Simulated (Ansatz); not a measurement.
Anatase TiO₂ (metastable phase), treated with PBEsol (Ansatz, a quantum-chemistry and plane-wave program, PAW).

Settings: plane-wave cutoff 520 eV, 12×12×12 k mesh, Fermi–Dirac smearing 0.01 eV, no spin polarisation, scalar-relativistic PAW data made under PBE.

The cell is scaled about its equilibrium volume:

Shape and atoms are relaxed at each volume.

```tsv
V (Å³/atom)	P (GPa)	direct gap at Γ (eV)	smallest gap on the k mesh (eV)	c (Å)
10.860	7.69	2.633	2.042	9.263
11.087	3.74	2.611	2.081	9.413
11.313	0.00	2.582	2.110	9.552
11.539	-3.50	2.548	2.129	9.681
11.765	-6.77	2.510	2.138	9.800
```

The fundamental gap (2.11 eV at the equilibrium volume, with added k points) lies elsewhere than Γ–Γ.

Note: the bulk modulus comes from volumes at which shape and atoms were relaxed.
